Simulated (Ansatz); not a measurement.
# What a trial cell of Ti3H2 relaxes into

These are results of DFT r2SCAN, scalar-relativistic, plane waves, PAW in Ansatz, not measurements. Cutoff 500 eV, Γ-centred k mesh, Gaussian smearing, no spin polarisation in the final step.

The start puts Ti3H2 on the A-type sesquioxide structure type (P-3m1, No. 164), with H in place of La, Ti in place of O, at a guessed volume.

```
CELL_PARAMETERS angstrom
3.43252 0.00000 0.00000
-1.71626 2.97265 0.00000
0.00000 0.00000 5.34044
ATOMIC_POSITIONS crystal
Ti 0.00000 0.00000 0.00000
Ti 0.33333 0.66667 0.64500
Ti 0.66667 0.33333 0.35500
H 0.33333 0.66667 0.24500
H 0.66667 0.33333 0.75500
```

Cell and atoms relax at zero pressure; the relaxation can't lower the symmetry of the start. After a coarse first stage the cell is made exact in the group found at 0.06 Å.

The zero of energy is the elements' standard structures at the same level (H₂ as a molecule); no fitted shifts are applied.

Question: Describe the relaxed structure.

Answer: It keeps P-3m1 (No. 164), but not the shape of the type it started on. Conventional cell: a = 2.930 Å, c = 7.233 Å. Ti on Wyckoff site a (1 atom of the primitive cell) is coordinated by 6 H at 2.07 Å; around Ti on Wyckoff site d (2 atoms of the primitive cell) lie 3 H at 2.11 Å; H is coordinated by 6 Ti at 2.07–2.11 Å.

Space group P-3m1 (No. 164). a = 2.930 Å, b = 2.930 Å, c = 7.233 Å, α = 90.00°, β = 90.00°, γ = 120.00°
```
atom site symmetry x y z
  Ti    1a      -3m.  0.0000  0.0000  0.0000
  Ti    2d       3m.  0.3333  0.6667  0.6601
   H    2d       3m.  0.3333  0.6667  0.1655
```

Question: What are its volume, energy, density and gap?

Answer: The volume per atom is 10.75 Å³. The density is 4.50 g/cm³. The energy over the elements is -0.29 eV/atom. The gap on the 12×12×6 mesh is 0 eV (a metal).

The final run used a 12×12×6 mesh on its 5-atom cell and 0.10 eV smearing. The k mesh leaves about 4 meV/atom of noise in metals. A structure relaxed within its symmetry needn't be a true minimum.

Cost: 3 runs of about 2.7 core-minutes in all, on Arm Neoverse V2 (shared hosts).